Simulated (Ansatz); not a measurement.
**C₄H₁₀O: a ladder of functionals and wavefunction methods**

An exercise on one series of results from a longer session: the logs are not shown, and one member is left open.

Program: Ansatz 0.2.0, Gaussian basis. Level of theory: functionals in def2-TZVPP, the program's frozen cores in correlated methods. These are calculated values, not measurements.

Plan: PBE-D4, r2SCAN-D4, PBE0-D4, B3LYP-D4, ωB97X-V, ωB97M-V, B2PLYP; CCSD(T)/def2-TZVPP; MP2/def2-QZVPP; extrapolation to the limit.

## The relaxed structure

All runs share one geometry, relaxed beforehand with PBE0-D4 in a triple-zeta def2 set.

SMILES `CC(C)CO`, 15 atoms, charge 0, spin multiplicity 1.

Atoms are counted from 1 here; the program's logs count them from 0.

Bond lengths: C1–C2 1.522 Å, C1–H6 1.093 Å, C1–H7 1.092 Å, C1–H8 1.093 Å, C2–C3 1.522 Å, C2–C4 1.518 Å, C2–H9 1.098 Å, C3–H10 1.092 Å, C3–H11 1.093 Å, C3–H12 1.093 Å, C4–O5 1.415 Å, C4–H13 1.100 Å, C4–H14 1.100 Å, O5–H15 0.959 Å. Angles: C2–C1–H6 111.3°, C2–C1–H7 110.6°, C2–C1–H8 110.9°, H6–C1–H7 107.9°, H6–C1–H8 107.9°, H7–C1–H8 108.1°, C1–C2–C3 111.5°, C1–C2–C4 111.3°, C1–C2–H9 108.4°, C3–C2–C4 111.3°, C3–C2–H9 108.4°, C4–C2–H9 105.7°, C2–C3–H10 110.6°, C2–C3–H11 111.3°, C2–C3–H12 110.9°, H10–C3–H11 107.9°, H10–C3–H12 108.1°, H11–C3–H12 107.9° and more.

Set-up of the first run:

in.yaml reads:

```yaml
crystal:
  periodic: [false, false, false]
  atoms:
    - {symbol: C, position_ang: [-1.185644, 0.732920, 0.650944]}
    - {symbol: C, position_ang: [0.249334, 0.300850, 0.383652]}
    - {symbol: C, position_ang: [0.531361, -1.080716, 0.957260]}
    - {symbol: C, position_ang: [0.577335, 0.361156, -1.097578]}
    - {symbol: O, position_ang: [-0.255969, -0.545550, -1.794567]}
    - {symbol: H, position_ang: [-1.373659, 1.742648, 0.275805]}
    - {symbol: H, position_ang: [-1.888193, 0.056686, 0.159710]}
    - {symbol: H, position_ang: [-1.400744, 0.726645, 1.722233]}
    - {symbol: H, position_ang: [0.923135, 1.020334, 0.866824]}
    - {symbol: H, position_ang: [-0.100707, -1.831584, 0.478861]}
    - {symbol: H, position_ang: [1.573975, -1.371048, 0.801398]}
    - {symbol: H, position_ang: [0.332726, -1.103972, 2.031490]}
    - {symbol: H, position_ang: [0.423927, 1.387222, -1.461961]}
    - {symbol: H, position_ang: [1.636693, 0.106242, -1.245547]}
    - {symbol: H, position_ang: [-0.043592, -0.501864, -2.728514]}
basis:
  gaussian: {orbitals: def2-TZVPP}
hamiltonian: {xc: pbe, dispersion: d4}
output: {forces: true, orbitals: {seedname: orbitals}}
```

The run is started by

```bash
$ ansatz run in.yaml --threads 4 --pin off --events-out ev --progress --plain --max-ram 10444MiB
```

Among the steps run: PBE-D4 (GGA); r2SCAN-D4 (meta-GGA); PBE0-D4 (hybrid); B3LYP-D4 (hybrid); ωB97X-V (range-separated); ωB97M-V (range-separated); B2PLYP (double hybrid); CCSD(T) in def2-TZVPP; MP2 in def2-QZVPP.

One of the session's tables, all rows but one given; the rest of the session is left out.

| method | atoms, summed (eV) | atomisation energy (kJ/mol) |
| --- | --- | --- |
| PBE-D4 | -6290.992 | 5958.7 |
| r2SCAN-D4 | -6296.431 | 5862.9 |
| PBE0-D4 | -6292.645 | 5880.7 |
| B3LYP-D4 | -6300.952 | 5855.6 |
| ωB97X-V | -6298.340 | 5861.2 |
| ωB97M-V | -6296.819 | 5870.8 |
| B2PLYP | -6295.250 | 5799.6 |
| HF/def2-TZVPP | ? | ? |
| MP2/def2-TZVPP | -6285.551 | 5794.1 |
| CCSD/def2-TZVPP | -6288.225 | 5664.0 |
| CCSD(T)/def2-TZVPP | -6288.523 | 5733.6 |
| MP2/CBS | -6287.595 | 5921.6 |
| CCSD(T)/CBS | -6290.567 | 5861.1 |

Estimate the missing values for HF/def2-TZVPP.

The run gave: atoms, summed (eV): -6274.500; atomisation energy (kJ/mol): 4364.3. In the column «atoms, summed (eV)» it is the highest.

Caveats from the session: Free atoms (4 C, 1 O, 10 H) were run apart at each level; the atomisation energy is their sum less the molecule, without zero-point or spin-orbit terms.
